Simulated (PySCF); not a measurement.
Task: What does the PBE0-D3(BJ)/def2-SVP structure of `BP[SiH3]` look like in three dimensions?

Result: 
```
atom  x, y, z in Å
B1     1.7774   -0.3660   -0.2987
P2     0.5997    0.7733    0.5600
Si3   -1.4747    0.1777   -0.0457
H4     1.5957   -0.6009   -1.4689
H5     2.7770   -0.7434    0.2623
H6     0.6798    0.4971    1.9498
H7    -1.8513   -1.1974    0.3994
H8    -1.4944    0.2509   -1.5352
H9    -2.4493    1.1514    0.5282
```

Any rigid rotation of these coordinates is as good. Atoms count from 1 in this order. B1 (three-coordinate boron) is planar (angles 121.0°, 120.3° and 118.3°, sum 359.5°, 0.05 Å off the plane of its three neighbours). P2 (three-coordinate phosphorus) is pyramidal (angles 107.5°, 107.4° and 105.4°, sum 320.2°, 0.66 Å off the plane of its three neighbours). Si3 (SiH3 silicon) is distorted tetrahedral (angles from 105.6° to 113.4°).

Bonds between heavy atoms (Å): B1–P2 1.850, P2–Si3 2.242.

Computed, not measured: PySCF, PBE0-D3(BJ)/def2-SVP geometry optimisation, gas phase.

Whether it is a minimum is left open (no frequencies). One conformer, not necessarily the lowest (H–B1–P2–Si3 45° and -143°).
